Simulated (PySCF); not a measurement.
Compound: 3-amino-1-propanol, C₃H₉NO.
Structure used (PBE0-D3(BJ)/def2-TZVP), in Å, numbered top down from 1:
```
atom  x, y, z in Å
N1     0.7215    1.0805   -0.9749
C2     0.8858   -0.3253   -0.5990
C3     0.1984   -0.6229    0.7236
C4    -1.3021   -0.3805    0.6917
O5    -1.6406    0.9729    0.5201
H6     1.2776    1.6752   -0.3717
H7     1.0335    1.2416   -1.9238
H8     1.9400   -0.6317   -0.5464
H9     0.4204   -0.9304   -1.3842
H10    0.6447   -0.0154    1.5200
H11    0.3858   -1.6707    0.9827
H12   -1.7450   -1.0028   -0.1042
H13   -1.7482   -0.7055    1.6359
H14   -1.0526    1.3018   -0.1818
```

Method used: PBE0-D3(BJ)/def2-TZVP geometry optimisation, gas phase in PySCF 2.14.0.

Take the most abundant isotopes and a rigid rotor. The values belong to one conformer with, in the numbering `[NH2:1][CH2:2][CH2:3][CH2:4][OH:5]`, H–N1–C2–C3 71° and -170°, N1–C2–C3–C4 61°, C2–C3–C4–O5 -66°, C3–C4–O5–H 44°.

Problem. What are A, B and C (MHz)?

Solution. Ia = 67.75, Ib = 127.25, Ic = 175.20 u·Å²; 505379 MHz·u·Å²/I gives A = 7459, B = 3972, C = 2885 MHz.

Problem. Classify the top.

Solution. An asymmetric top. Ray's parameter κ = (2B − A − C)/(A − C) = -0.525; −1 is the prolate and +1 the oblate limit.

Problem. Is it planar, by Δ = Ic − Ia − Ib?

Solution. Not planar: Δ = Ic − Ia − Ib = -19.80 u·Å². For a rigid frame Δ = −2 Σ m c², so Σ m c² = 9.90 u·Å² lies off the ab plane: 6.99 from hydrogen and 2.91 from heavier atoms. The atom farthest from that plane is 1.43 Å away.

Problem. Which types of transition are allowed, and where do some lines up to J = 4 fall?

Solution. The dipole components are |μa| = 3.27 D, |μb| = 1.18 D, |μc| = 0.00 D. Intensities carry the squares of the components, which stand as 1.00 : 0.13 : 0.00 (a : b : c). Some lines, for components of 0.1 D or more:

```csv
type,branch,"J(Ka,Kc)",MHz,lower level (cm⁻¹)
a,Q,"3(2,1) ← 3(2,2)",1033,1.910
a,Q,"1(1,0) ← 1(1,1)",1087,0.345
a,Q,"4(2,2) ← 4(2,3)",2822,2.819
a,Q,"2(1,1) ← 2(1,2)",3261,0.766
b,Q,"2(1,1) ← 2(0,2)",5879,0.679
b,R,"4(2,2) ← 3(3,1)",9795,2.587
b,R,"2(0,2) ← 1(1,1)",10008,0.345
b,Q,"3(2,1) ← 3(1,2)",10018,1.610
b,R,"1(1,1) ← 0(0,0)",10344,0.000
a,R,"2(1,2) ← 1(1,1)",12625,0.345
a,R,"2(0,2) ← 1(0,1)",13495,0.229
a,R,"2(1,1) ← 1(1,0)",14799,0.381
b,R,"3(0,3) ← 2(1,2)",17135,0.766
b,Q,"4(3,1) ← 4(2,2)",18182,2.913
b,Q,"3(3,0) ← 3(2,1)",19275,1.945
b,R,"4(1,3) ← 3(2,2)",20089,1.910
a,R,"3(2,2) ← 2(2,1)",20569,1.224
b,R,"4(0,4) ← 3(1,3)",23954,1.394
a,R,"4(1,4) ← 3(1,3)",24887,1.394
b,R,"2(2,1) ← 1(1,0)",25263,0.381
a,R,"4(2,3) ← 3(2,2)",27254,1.910
b,Q,"4(4,1) ← 4(3,2)",27902,3.513
a,R,"4(3,1) ← 3(3,0)",27950,2.587
b,R,"3(2,2) ← 2(1,1)",31032,0.875
b,R,"4(2,3) ← 3(1,2)",36239,1.610
b,R,"3(3,0) ← 2(2,1)",40877,1.224
```

Problem. Estimate the classical rotational partition function at 25 K, 50 K and 200 K.

Solution. Point group C1, symmetry number σ = 1; q = (√π/σ)·√((kT/h)³/(ABC)), k/h = 20836.6 MHz/K: 2280 at 25 K, 6450 at 50 K, 51600 at 200 K.

No frequency check. Constants of a rigid frame at the computed geometry: no zero-point averaging, no centrifugal distortion. A rigid rotor knows nothing of inversion at nitrogen, which can split or shift real lines. Quadrupole hyperfine structure (14N) is left out.
